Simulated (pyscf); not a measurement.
H₂Al–PH₂ + PH₃ → H₂P–AlH–PH₂ + H₂ (four-centre exchange; singlet surface; Al–H, H–P broken, Al–P, H–H formed). Optimised with ωB97X-D3(BJ)/def2-SVP in PySCF. Energies in kcal/mol from the separated reactants.

```tsv
level	barrier	reaction energy
PBE/def2-TZVP	12.4	-8.9
r²SCAN/def2-TZVP	13.2	-9.2
B3LYP-D3(BJ)/def2-TZVP	18.1	-7.5
PBE0-D3(BJ)/def2-TZVP	13.2	-9.2
ωB97M-D3(BJ)/def2-TZVP	20.1	-6.3
HF/def2-TZVP	40.1	-0.5
```

The functionals in the table span 7.7 kcal/mol in this barrier, from PBE to ωB97M-D3(BJ)/def2-TZVP. On the reactant side the descent ends in a complex (not fully relaxed), 5.3 kcal/mol under the separated species and 22.1 kcal/mol under the saddle at ωB97X-D3(BJ)/def2-TZVP. At the saddle there is also a short Al–H contact that neither side keeps. At ωB97X-D3(BJ)/def2-TZVP the barrier from the zero used here is 16.8 kcal/mol. One saddle was located; it need not be the lowest between these sides.
